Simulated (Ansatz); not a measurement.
**SiNHO+ (doublet): from Hartree-Fock to the top rungs, def2-TZVPP**

The task here is to estimate one member of a computed series from the others.

Method: def2-TZVPP, core rule «outside noble gas», up to 7 orbitals frozen; program: Ansatz 0.2.0, Gaussian basis.

The runs, in order: UHF; ROHF; CCSD(T) on UHF.

2 further runs of the same task are left out: 2 set aside as unsound or not needed.

### The geometry

The geometry is a PBE0/def2-TZVP stationary point (not a proven minimum) of the parent state, kept for this charge and spin.

4 atoms, charge 1, spin multiplicity 2.

Atoms are counted from 1 here; the program's logs count them from 0.

Bond lengths: O1–N2 1.191 Å, N2–Si3 1.782 Å, Si3–H4 1.519 Å. Angles: O1–N2–Si3 136.4°, N2–Si3–H4 90.8°.

Coordinates:

```xyz
4
HNOSi
O     0.0000   -0.1443    1.6241
N     0.0000    0.3809    0.5556
Si    0.0000   -0.1540   -1.1441
H     0.0000    1.2884   -1.6213
```

The first run:

The input, in.yaml:

```yaml
crystal:
  periodic: [false, false, false]
  atoms:
    - {symbol: O, position_ang: [0.000000, -0.144299, 1.624079]}
    - {symbol: N, position_ang: [0.000000, 0.380867, 0.555568]}
    - {symbol: Si, position_ang: [0.000000, -0.153981, -1.144069]}
    - {symbol: H, position_ang: [0.000000, 1.288393, -1.621334]}
basis:
  gaussian: {orbitals: def2-TZVPP}
total_charge: 1
magnetization: {spin_polarized: true, initial_magnetization: 1}
hamiltonian: {xc: hf}
output: {orbitals: {seedname: orbitals}}
```

Run with:

```console
$ ansatz run in.yaml --threads 1 --pin off --events-out ev --progress --plain --max-ram 4096MiB --backend cpu
```

Among the steps run: UHF; ROHF; CCSD(T) on UHF.

One of the session's tables, all rows but one given; the rest of the session is left out.

It belongs to the step «Misses and costs». 

| method | from UCCSD(T) (kJ/mol) |
| --- | --- |
| ROHF | +1487.3 |
| UHF | +1416.0 |
| UMP2 | ? |
| UCCSD | +80.3 |
| UCCSD(T) | 0 |

**Question.** Estimate the row for UMP2.

The run gave: from UCCSD(T) (kJ/mol): +162.8. In the column «from UCCSD(T) (kJ/mol)» it lies between UCCSD (+80.3) and UHF (+1416.0).

The program flags UCCSD(T) as in doubt (see the logs), so the zero of the table is itself unsure.

Caveats from the session: The determinant is far from a pure spin state, so its energy mixes those of several spin states (harmless only where they are near-degenerate, as at dissociation). The program flags UCCSD(T) as in doubt, so the zero of the table is itself unsure.
